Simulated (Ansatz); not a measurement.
C₃H₃FO. The species carries charge 0 and has multiplicity 1. The bonds changed during the relaxation, so this is another structure than the one it started from.

| atom | x (Å) | y (Å) | z (Å) |
| --- | --- | --- | --- |
| C1 | 0.3540 | 0.1550 | -0.9034 |
| C2 | 0.2159 | -0.1054 | 0.5527 |
| C3 | -0.9381 | -0.8344 | 1.1479 |
| F4 | -1.7993 | 0.0348 | 1.5994 |
| O5 | 1.0491 | 0.1055 | 1.4088 |
| H6 | 1.3452 | 0.5510 | -1.1227 |
| H7 | -0.4133 | 0.8663 | -1.2248 |
| H8 | 0.1866 | -0.7727 | -1.4579 |

List the harmonic frequencies (cm⁻¹, unscaled) at PBE0-D4/def2-TZVP in Ansatz. (An estimate is asked.)

The calculation gave: 100, 108, 227, 288, 431, 634, 771, 923, 1051, 1202, 1307, 1381, 1447, 1454, 1773, 3050, 3120, 3165.

Is this a minimum?

Yes, all 18 modes are real.

Give the ideal-gas thermochemistry at 298.15 K and 1 bar (rigid rotor, harmonic oscillator; point group C1, symmetry number 1).

Zero-point energy 134.2 kJ/mol; H(298) − E = 152.1 kJ/mol; entropy 318.7 J/(mol·K), of which translation 162.5, rotation 106.1, vibration 50.0; G(298) − E = 57.1 kJ/mol. Modes under 100 cm⁻¹ are hindered rotations or soft bends, so the harmonic entropy is rough.

And at 400, 500, 600, 800 and 1000 K?


```csv
T (K),H − E (kJ/mol),S (J/mol/K),G − E (kJ/mol)
400,161.3,345.0,23.3
500,171.6,367.9,-12.4
600,182.9,388.7,-50.3
800,208.3,425.1,-131.7
1000,236.3,456.2,-219.9
```

Rotational constants (cm⁻¹)?

0.3108, 0.1394, 0.1072.
